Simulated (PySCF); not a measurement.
**Computed NMR parameters against published values**

Cartesian coordinates in Å; atom numbers follow the order of the lines, from 1:
```xyz
15

C     0.4447    0.8483    0.8433
C     1.2684   -0.1766    0.0639
C     0.2368   -1.1480   -0.5370
C    -1.1353   -0.4712   -0.3695
C    -0.8225    0.9771    0.0054
H     0.1951    0.4581    1.8315
H     0.9691    1.7948    0.9688
H     1.9938   -0.6877    0.6954
H     1.8163    0.3279   -0.7334
H     0.2563   -2.1084   -0.0223
H     0.4544   -1.3354   -1.5882
H    -1.6902   -0.9459    0.4410
H    -1.7393   -0.5407   -1.2731
H    -0.6117    1.5616   -0.8917
H    -1.6404    1.4541    0.5439
```

Measured values that the calculation should reproduce: δ ¹H H6/H7/H8/H9/H10/H11/H12/H13/H14/H15 1.51 ppm (measured; solution, not stated in the table (CDCl3 in this author's series); The use of chemical shift calculations in the conformational analysis of substituted benzenes, New J. Chem. 2019 (ESI)). Coupling constants: ¹J(C1,H6) 128.5 Hz, ¹J(C1,C2) 32.3 Hz.

[PySCF 2.14: NMR shieldings at PBE0/pcSseg-1/GIAO; geometry from GFN2-xTB; couplings computed with B3LYP/pcJ-1 (without the spin–dipole term); gas phase; single conformer; relativity neglected; rapidly exchanging positions averaged]

**Question.** Set the calculated values beside the experiment.

**Answer.** 
Reference values: measured (solution, not stated in the table (CDCl3 in this author's series); The use of chemical shift calculations in the conformational analysis of substituted benzenes, New J. Chem. 2019 (ESI)).
```
                              atoms  quantity  reference  computed  computed, scaled
H6/H7/H8/H9/H10/H11/H12/H13/H14/H15      δ ¹H       1.51      1.59              1.59
```

Computed shifts are σ(ref) − σ with the named reference compound (TMS for H and C) calculated as an isolated molecule at the same level. The measured values may be among those fitted. Scaled to experiment by linear calibration (H and C: mostly CDCl3 data, vs TMS): ¹H (scatter 0.17 ppm rms, 0.18 ppm with the 4 outliers that the fit left out). A few per cent of atoms miss by over 2 rms, more outside the fitted compound classes.

Coupling constants in Hz:
```tsv
coupling	reference	computed	source
¹J(C1,H6)	128.5	134.5	measured; liquid or solution (compiled); Cremer, Kraka, Wu, Luettke, ChemPhysChem 2004, 5, 349
¹J(C1,C2)	32.3	33.1	measured; liquid or solution (compiled); Cremer, Kraka, Wu, Luettke, ChemPhysChem 2004, 5, 349
```
